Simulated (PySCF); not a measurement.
# C3H2ClNO: the cost of one run

Computed with PySCF 2.14.0, with density-fitted response routines of our own, on a single molecule in the gas phase. Atoms count from 0, in the outputs and in this text.

## 1. Starting geometry

8 atoms, charge 0, multiplicity 1; geometry from: GFN2-xTB. The atoms were then displaced at random by about 0.01 Å, so the start is not that level's minimum.

Bonds of the start (Å): Cl0–C1 1.71, C1–C2 1.43, C2–C3 1.31, C3–O4 1.34, O4–N5 1.34, N5–C1 1.30, C2–H6 1.07, C3–H7 1.09.

## 2. Geometry optimisation at PBE0-D3(BJ)/def2-SVP

What the job is given:

```
{"job": {"xc": "PBE0", "basis": "def2-SVP", "d3": "d3bj", "grid": 1, "shake": 0.01, "kind": "geom"}, "charge": 0, "multiplicity": 1}
Cl     2.682760    -0.033730     0.526920
C      0.985950    -0.246020     0.429000
C     -0.027860     0.764680     0.364570
C     -1.125150     0.045500     0.309440
O     -0.879290    -1.267700     0.320750
N      0.452790    -1.430460     0.402560
H      0.142700     1.823370     0.378650
H     -2.176770     0.325220     0.250480
```

Launch:

```sh
$ OMP_NUM_THREADS=1 python probes_run.py task.json out
```

This one command runs all jobs of the session in turn.

Q: Estimate the wall time and peak memory of this first job on 1 thread of Arm Neoverse V2, shared host.

About 19 s, with a peak of 0.4 GiB.
